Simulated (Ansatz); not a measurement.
A single point on the B atom.

```yaml
crystal:
  periodic: [false, false, false]
  atoms:
    - {symbol: B, position_ang: [0.000000, 0.000000, 0.000000]}
basis:
  gaussian: {orbitals: def2-TZVPP}
magnetization: {spin_polarized: true, initial_magnetization: 1}
hamiltonian: {xc: pbe}
correlation: {method: rpa}
```

```sh
$ ansatz run in.yaml --threads 2 --pin off --events-out ev --progress --plain
```

Shortened log:

```
Functional definition: PBE
190 factors; integrals over basis functions are off by at most 9.3e-5 eV
mean field evaluation 1: about -669.5594 eV, gradient 3.5e0 eV
mean field evaluation 2: about -669.5587 eV, gradient 3.5e0 eV
mean field evaluation 4: about -669.6740 eV, gradient 2.6e-1 eV
mean field evaluation 8: about -669.6744 eV, gradient 6.2e-5 eV
mean field -669.67443252 eV, -24.6100814734 hartree, gradient 6.4e-6 eV, S^2 0.753232; 3 other end points of the search recorded, 0 dependent functions left out
1 core orbitals not correlated: weight in the atoms' cores, before any rotation towards them, 1.000 or more for the frozen orbitals, at most 0.000 for the correlated occupied ones
reference -667.47290740 eV, -24.5291769176 hartree; 2, 1 occupied and 28, 29 virtual orbitals, 190 factors
Total energy: -670.88557059 eV, -24.6545899765 hartree
```

It took 0.4 s on 2 threads of a server CPU on a shared host, with 0.08 GiB of host memory at the peak.
